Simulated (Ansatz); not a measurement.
## YAl7: short dynamics, then relaxation

A packing of 16 atoms, thrown in at random and pushed apart as soft spheres with like charges further apart (14 Al, 2 Y) went through Langevin stages in a fixed cell of 18.15 Å³/atom, at one k point, without spin and with a Fermi–Dirac width of kT (0.05 eV at least). Method: Ansatz, DFT PBE, scalar-relativistic, plane waves, PAW.

| thermostat (K) | duration (fs) | friction (1/fs) | cutoff (eV) | mean T (K) | mean P (GPa) | mean square displacement (Å²) |
| --- | --- | --- | --- | --- | --- | --- |
| 1510 | 72 | 0.030 | 320 | 1991 | 12.3 | 0.29 |
| 1510 | 750 | 0.030 | 420 | 1486 | 12.1 | 0.85 |
| 1090 | 750 | 0.030 | 420 | 1177 | 10.1 | 0.65 |
| 600 | 750 | 0.030 | 420 | 590 | 5.2 | 0.69 |
| 300 | 750 | 0.030 | 420 | 296 | 4.5 | 0.08 |

Means run over the second half of a stage; pressure includes the kinetic part; displacements count from the stage's start, the atoms' common shift taken off. In so short a run the atoms moved about a bond length or less in the hot stages, so this is an annealed packing, not a quenched equilibrium liquid.

Cell and atoms were then relaxed on coarser meshes and computed once more: Settings: cutoff 420 eV, Γ-centred mesh 5×5×6 on the computed 16-atom cell, Gaussian smearing of 0.10 eV; no spin polarisation.

What structure is left?

One draw of many: 18.65 Å³/atom with no gap on the mesh, 0.09 eV/atom below the elements' standard states (static lattices, no corrections for gases) (a random packing after short dynamics, relaxed).

Counting as bonded all pairs within 1.3 times the summed covalent radii:

```tsv
atom → neighbour	mean count	mean length (Å)	spread (Å)
Al → Al	8.00	2.89	0.10
Al → Y	1.86	3.10	0.18
Y → Al	13.00	3.10	0.18
Y → Y	2.00	4.17	0.13
```

Angles between all pairs of such bonds at an atom (mean ± spread): 97 ± 33° at Al, 95 ± 35° at Y.

```yaml
crystal:
  lattice:
    - [6.57926, -0.21063, 0.00856]
    - [-0.19529, 7.54271, -0.16453]
    - [0.00929, -0.18882, 6.02074]
  atoms:
    - { symbol: Al, position: [0.69080, 0.15363, 0.71289] }
    - { symbol: Al, position: [0.96719, 0.36037, 0.44155] }
    - { symbol: Al, position: [0.50307, 0.85049, 0.46714] }
    - { symbol: Al, position: [0.69753, 0.61630, 0.18727] }
    - { symbol: Al, position: [0.97121, 0.36386, 0.96499] }
    - { symbol: Al, position: [0.88880, 0.91647, 0.96360] }
    - { symbol: Al, position: [0.64250, 0.16146, 0.21993] }
    - { symbol: Al, position: [0.49962, 0.85365, 0.93703] }
    - { symbol: Al, position: [0.74592, 0.60827, 0.68029] }
    - { symbol: Al, position: [0.88525, 0.91911, 0.43349] }
    - { symbol: Al, position: [0.41706, 0.40544, 0.93572] }
    - { symbol: Al, position: [0.17079, 0.64571, 0.70211] }
    - { symbol: Al, position: [0.42113, 0.40914, 0.45868] }
    - { symbol: Al, position: [0.21787, 0.12355, 0.19827] }
    - { symbol: Y, position: [0.21958, 0.07618, 0.69834] }
    - { symbol: Y, position: [0.16872, 0.69344, 0.20211] }
```

The final mesh leaves forces up to 0.21 eV/Å and stresses up to 2.1 GPa: the relaxation ran on a coarser mesh, so the cell's shape, its bonds and its energy belong partly to that mesh.

Cost: 6 runs of about 28 core-minutes in all (earlier runs that led there not counted), on Arm Neoverse V1 (shared hosts).